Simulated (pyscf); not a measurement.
`[CH2]=[N]` [doublet] + `[CH4]` → `[CH2]=[N][CH3]` + `[H]` [doublet] (substitution at C; doublet surface; C–H broken, C–N formed). Structures and frequencies: ωB97X-D3(BJ)/def2-SVP in PySCF. MP2 and CC: frozen core, UHF for open shells. ΔMP2 is the change of the MP2 total energy from the triple- to the quadruple-zeta basis. Energies in kJ/mol from the separated reactants.

| level | barrier | reaction energy |
|---|---|---|
| ωB97X-D3(BJ)/def2-TZVP | 273.8 | +138.9 |
| PBE/def2-TZVP | 224.8 | +129.8 |
| PBE0-D3(BJ)/def2-TZVP | 247.7 | +131.1 |
| ωB97M-D3(BJ)/def2-TZVP | 269.4 | +140.3 |
| HF/def2-TZVP | 367.4 | +178.8 |
| MP2/def2-QZVPP | 265.5 | +77.2 |
| CCSD(T)/def2-TZVPP + ΔMP2(QZVPP) | 266.2 | +138.6 |

The same reactants have a lower exit, to HC≡N + H• + CH₄ (no saddle counted: cutting one bond, which may have a small barrier of its own, costs +133.7 kJ/mol at ωB97M-D3(BJ), against +269.4 kJ/mol here). H₂C=N–CH₃ lies 38.0 kJ/mol over its isomer H₃C–CH=NH, and others may lie lower still (electronic energy, ωB97M-D3(BJ)). This is the saddle that the search found; another between the same sides may lie lower. The angle at the attacked C is 179°. The CCSD(T) − MP2 part came from Ansatz, without density fitting, on the same reference. A UHF reference is spin-contaminated (<S²> up to 1.03), which harms MP2 most.
